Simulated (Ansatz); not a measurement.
# C3H4 (singlet): from Hartree-Fock to the top rungs, cc-pVDZ

How much of the correlation energy of C3H4 (singlet) does each wave-function method recover here?

Program: Ansatz 0.2.0, Gaussian basis. Level of theory: cc-pVDZ, core rule «outside noble gas», up to 3 orbitals frozen. These are calculated values, not measurements.

Plan: UHF; CCSD(T) on RHF; CCSDT(Q) on RHF; CCSDTQ on RHF.

2 further runs of the same task are left out: 2 set aside as unsound or not needed.

### 1 What is computed

The geometry is an MP2(full)/6-31G* stationary point (not a proven minimum).

7 atoms, charge 0, spin multiplicity 1.

Atoms are counted from 1 here; the program's logs count them from 0.

Bond lengths: C1–C2 1.505 Å, C1–C3 1.505 Å, C1–H4 1.091 Å, C1–H5 1.091 Å, C2–C3 1.301 Å, C2–H6 1.078 Å, C3–H7 1.078 Å. Angles: C2–C1–C3 51.2°, C2–C1–H4 119.6°, C2–C1–H5 119.6°, C3–C1–H4 119.6°, C3–C1–H5 119.6°, H4–C1–H5 113.5°, C1–C2–C3 64.4°, C1–C2–H6 145.6°, C3–C2–H6 150.0°, C1–C3–C2 64.4°, C1–C3–H7 145.6°, C2–C3–H7 150.0°.

### 2 UHF

in.yaml reads:

```yaml
crystal:
  periodic: [false, false, false]
  atoms:
    - {symbol: C, position_ang: [0.000000, 0.000000, 0.879033]}
    - {symbol: C, position_ang: [0.000000, -0.650545, -0.478068]}
    - {symbol: C, position_ang: [0.000000, 0.650545, -0.478068]}
    - {symbol: H, position_ang: [0.912438, 0.000000, 1.477121]}
    - {symbol: H, position_ang: [-0.912438, 0.000000, 1.477121]}
    - {symbol: H, position_ang: [0.000000, -1.584098, -1.017735]}
    - {symbol: H, position_ang: [0.000000, 1.584098, -1.017735]}
basis:
  gaussian: {orbitals: cc-pVDZ}
magnetization: {spin_polarized: true, initial_magnetization: 0}
hamiltonian: {xc: hf}
output: {orbitals: {seedname: orbitals}}
```

Command:

```bash
$ ansatz run in.yaml --threads 1 --pin off --events-out ev --progress --plain --max-ram 3956MiB --backend cpu
```

After this run come: CCSD(T) on RHF; CCSDT(Q) on RHF; CCSDTQ on RHF.

**Question.** What will the summary of the whole plan be? Wanted: RCCSDTQ below the RHF energy; RMP2 from RCCSDTQ; RCCSD from RCCSDTQ; RCCSD(T) from RCCSDTQ; RCCSDT(Q) from RCCSDTQ; T1 diagnostic.

The runs gave:

```
                         quantity              value
     RCCSDTQ below the RHF energy        -12.2124 eV
                RMP2 from RCCSDTQ        +1292.8 meV
               RCCSD from RCCSDTQ         +484.3 meV
            RCCSD(T) from RCCSDTQ          +43.9 meV
           RCCSDT(Q) from RCCSDTQ           -3.5 meV
levels within 1 kcal/mol (43 meV)  RCCSDT, RCCSDT(Q)
                    T1 diagnostic              0.009
```

In words: RCCSD(T) lands +43.9 meV from the yardstick (0.4 % of the correlation energy). These misses are within one basis, not against nature.
